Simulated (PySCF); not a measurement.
## Unknown compound

An unknown has the formula C4H7F. Its calculated NMR data are:

¹H NMR (400 MHz, computed): δ 5.15 (m, 1H), 2.42 (m, 2H), 2.39 (m, 2H), 1.83 (m, 1H), 1.57 (m, 1H).

¹³C{¹H} NMR (computed): δ 89.4 (CH, d, J = 261.8 Hz), 32.3 (CH2, d, J = 21.7 Hz, 2C), 11.7 (CH2, d, J = 12.3 Hz).

PySCF 2.14.0 with density-fitted response routines calculation with shieldings: GIAO PBE0/pcSseg-1, couplings computed with B3LYP/pcJ-1 (spin–dipole term only in couplings to heteroatoms) and geometry from GFN2-xTB; relativity neglected, rapidly exchanging positions averaged, one conformer, no solvent model.

Shifts are taken against calculated references (same method and geometry level): ¹H and ¹³C against TMS.

Propose a structure and justify it.

Results:


- Rings plus π bonds: 1 (1 ring in the answer).
- 3 carbon signals for 4 carbons: some carbons are equivalent by symmetry or fast rotation.
- Carbon types of the structure: 1 × CH, 3 × CH2, which accounts for all hydrogens.
- δC 89.4: sp3 CH bonded to F; deshielded by the electronegative neighbour.
- δC 32.3, 11.7: sp3 CH2 in a ring; saturated and bonded to C and H only.
- δH 5.15: hydrogen on an sp3 CH bonded to F; its carbon carries F, an electronegative neighbour.
- δH 2.42, 2.39, 1.83, 1.57: hydrogen on an sp3 CH2 in a ring.

The compound is `InChI=1S/C4H7F/c5-4-2-1-3-4/h4H,1-3H2`.

The shifts were computed for this structure.

Common functionals overestimate the size of one-bond C–F couplings by tens of Hz; these are unscaled. Multiplet labels drop couplings under 1 Hz and merge nearly equal ones. Couplings among chemically equivalent protons are left out too, so labels in AA′BB′ or AA′XX′ sets are apparent multiplicities. Unscaled 3J(H,H) at this level run about 10 % above measured values. Shifts are as computed. Against solution values, carbons near 30 ppm lie about +3 ppm off and those near 130 ppm about +5 ppm. Of 1211 compounds with measured shifts, 218 miss one by over three times the rms of a fit or turn the order of signals round; such compounds aren't used in these exercises. 3J across rotatable bonds or in flexible rings reflects this conformer alone.
